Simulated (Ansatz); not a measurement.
# BSiH2 (quartet): from Hartree-Fock to the top rungs at distance Si1–B2 = 2.197 Å, cc-pVDZ

Aim: climb from Hartree-Fock through coupled cluster and multireference methods for BSiH2 (quartet) at one geometry and basis, and see what each rung misses.

Program: Ansatz 0.2.0, Gaussian basis. Level of theory: cc-pVDZ, core rule «outside noble gas», up to 6 orbitals frozen. These are calculated values, not measurements.

The runs, in order: UHF; CCSD(T) on ROHF; CCSD(T) on UHF; BCCD(T) on ROHF; CISD as a restricted active space (open shells left free, so some higher excitations enter); CCSDT(Q) on ROHF; CCSDT(Q) on UHF; CCSDTQ on ROHF; CASSCF and MRCISD+Q, 5 electrons in 5 orbitals; CASSCF and NEVPT2, 5 electrons in 5 orbitals; CASSCF and MRCISD+Q, 9 electrons in 10 orbitals; CASSCF and NEVPT2, 9 electrons in 10 orbitals.

### Step 1. What is computed

The geometry derives from a PBE0/def2-TZVP stationary point (not a proven minimum). One bond is set to the value named and the two fragments are kept rigid.

4 atoms, charge 0, spin multiplicity 4.

Atoms are counted from 1 here; the program's logs count them from 0.

Bond lengths: Si1–B2 2.197 Å, B2–H3 1.191 Å, B2–H4 1.191 Å. Angles: Si1–B2–H3 115.4°, Si1–B2–H4 115.4°, H3–B2–H4 129.2°.

### Step 2. UHF

The input, in.yaml:

```yaml
crystal:
  periodic: [false, false, false]
  atoms:
    - {symbol: Si, position_ang: [0.000000, 0.000000, 0.713986]}
    - {symbol: B, position_ang: [0.000000, 0.000000, -1.483014]}
    - {symbol: H, position_ang: [0.000000, -1.075954, -1.994065]}
    - {symbol: H, position_ang: [0.000000, 1.075954, -1.994065]}
basis:
  gaussian: {orbitals: cc-pVDZ}
magnetization: {spin_polarized: true, initial_magnetization: 3}
hamiltonian: {xc: hf}
output: {orbitals: {seedname: orbitals}}
```

Command:

```bash
$ ansatz run in.yaml --threads 1 --pin off --events-out ev --progress --plain --max-ram 4096MiB --backend cpu
```

Further steps of the session: CCSD(T) on ROHF; CCSD(T) on UHF; BCCD(T) on ROHF; CISD as a restricted active space (open shells left free, so some higher excitations enter); CCSDT(Q) on ROHF; CCSDT(Q) on UHF; CCSDTQ on ROHF; CASSCF and MRCISD+Q, 5 electrons in 5 orbitals; CASSCF and NEVPT2, 5 electrons in 5 orbitals; CASSCF and MRCISD+Q, 9 electrons in 10 orbitals; CASSCF and NEVPT2, 9 electrons in 10 orbitals.

Before running them: what should the planned runs give, taken together? Wanted: RCCSDTQ from the RHF energy; RMP2 from RCCSDTQ; UMP2 from RCCSDTQ; RCCSD from RCCSDTQ; RCCSD(T) from RCCSDTQ; UCCSD(T) from RCCSDTQ; RCCSDT(Q) from RCCSDTQ; UCCSDT(Q) from RCCSDTQ; NEVPT2 pair from RCCSDTQ.

The runs gave:

```
                         quantity                                                   value
      RCCSDTQ from the ROHF energy                                              -4.8381 eV
                RMP2 from RCCSDTQ                                             +1165.1 meV
                UMP2 from RCCSDTQ                                             +1177.5 meV
               RCCSD from RCCSDTQ                                              +215.9 meV
            RCCSD(T) from RCCSDTQ                                               +54.4 meV
            UCCSD(T) from RCCSDTQ                                               +54.0 meV
           RCCSDT(Q) from RCCSDTQ                                                +1.4 meV
           UCCSDT(Q) from RCCSDTQ                                                +0.6 meV
         NEVPT2 pair from RCCSDTQ                                             +1126.8 meV
       MRCISD+Q pair from RCCSDTQ                                               +92.0 meV
      NEVPT2 valence from RCCSDTQ                                              +881.4 meV
levels within 1 kcal/mol (43 meV)  RCCSDT, UCCSDT, RCCSDT(Q), UCCSDT(Q), MRCISD+Q valence
                    T1 diagnostic                                                   0.046
   effectively unpaired electrons                                                    3.02
```

**Reading.** RCCSD(T) misses by +54.4 meV, 1.1 % of the correlation energy. The occupations are near whole numbers, but T1 = 0.046 shows that the orbitals relax strongly. Of the multireference levels listed MRCISD+Q valence comes nearest in total energy (+26.0 meV), which doesn't show that its space is the better one. These misses are within one basis, not against nature; the frozen cores of restricted and unrestricted runs differ, which can shift their rows.

With open shells the CI space here admits some higher excitations, so it is larger than plain CISD.
